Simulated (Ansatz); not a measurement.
**A barrier at the coupled-cluster level**

Start structure (BPNH$_{7}$, closed shell), relaxed at PBE0-D4/def2-TZVP:

```tsv
atom	x (Å)	y (Å)	z (Å)
B1	0.5157	-1.0745	1.1272
N2	1.3353	0.0214	0.8961
H3	0.6790	-2.0669	0.4790
H4	-0.3219	-1.0024	1.9783
H5	-1.3165	1.5618	-0.5887
P6	-1.5122	0.3168	-1.2402
H7	2.0690	0.0259	0.2081
H8	1.2640	0.8814	1.4128
H9	-0.3496	0.4598	-2.0406
H10	-2.3630	0.8767	-2.2319
```

The step: BNH₄ ([BH2][NH2]) + PH₃ → BPH₄ ([BH2][PH2]) + NH₃ (still joined by a long B–N bond); bonds formed: B1–P6, N2–H5; bonds broken: H5–P6; bonds weakened to dative contacts: B1–N2. Program: Ansatz 0.2.0. Basis: def2-TZVPP and def2-QZVPP. Cores are frozen in the correlated methods. Extrapolation: Hartree–Fock as exp(−7.88 √X), correlation as X^−2.97. Energies below are by CCSD(T) at an estimated basis limit (MP2 extrapolated from triple and quadruple zeta, plus CCSD(T) − MP2 in triple zeta).

(1) What are the electronic barrier and the energy of the step, from the start structure to the end structure? (Judge from chemistry; the value comes from the calculation.)

T1 diagnostic: at most 0.013.

Results:

(1) By the calculation: Barrier 37.63 kcal/mol; step energy 2.28 kcal/mol (uphill); reverse barrier, their difference, 35.34 kcal/mol. Barrier and step energy count from the start structure, the reverse barrier from the end structure.

The saddle point: One imaginary mode of 1338i cm⁻¹.
| pair | start (Å) | saddle (Å) | end (Å) |
| --- | --- | --- | --- |
| B1–P6 | 3.41 | 2.02 | 1.97 |
| N2–H5 | 3.41 | 1.51 | 1.02 |
| B1–N2 | 1.39 | 1.57 | 1.64 |
| H5–P6 | 1.42 | 1.60 | 2.94 |

Zero-point energy (harmonic, PBE0-D4): ZPE is 45.98 kcal/mol at the start and 45.34 kcal/mol at the saddle, so the barrier goes from 37.63 to 36.99 kcal/mol.

Labels in which every atom is bracketed show which atoms are joined, not bond orders.

For scale, one of the runs: CCSD(T)/def2-TZVPP, 202 basis functions, launched by `ansatz run in.yaml --threads 2 --pin off --events-out ev --progress --plain --max-ram 4352MiB`. Time: 55 s of wall clock on 2 CPU threads of an Arm Neoverse V1; the host was shared. Peak host memory: 2.5 GiB.
